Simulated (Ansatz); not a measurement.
Born–Oppenheimer molecular dynamics of H3OP (5 atoms, charge 0, multiplicity 1). It starts from a relaxed structure.

Level of theory: RKS BLYP-D4/def2-SVP (Ansatz).

```
ensemble        : NVT, Langevin thermostat
time step       : 0.5 fs
steps asked     : 266
set temperature : 300 K
friction        : 0.01 /fs
seed            : 139345
```

First frame:

```xyz
5
Properties=species:S:1:pos:R:3
O 0.349 -0.586 0.835
P 0.086 0.201 -0.651
H 1.149 -1.136 0.726
H -1.328 -0.078 -0.805
H -0.206 1.525 -0.146
```

Question: How far do the bonds stretch over the last three quarters of this one trajectory? (Pairs bonded in most of those frames.)

Answer: 
```
 bond  mean (Å)  spread (Å)  shortest  longest
O1–P2     1.701       0.029      1.64     1.76
O1–H3     0.979       0.010      0.95     1.00
P2–H4     1.454       0.050      1.38     1.54
P2–H5     1.451       0.022      1.41     1.51
```

Mean temperature of the second half: 245 K. The mean temperature of the second half is 18 % below the set value. A run of 0.13 ps of so small a system gives no equilibrium averages.

The run took 3.1 min on 1 thread of Arm Neoverse V1, on a shared host, peak memory 0.088 GiB.
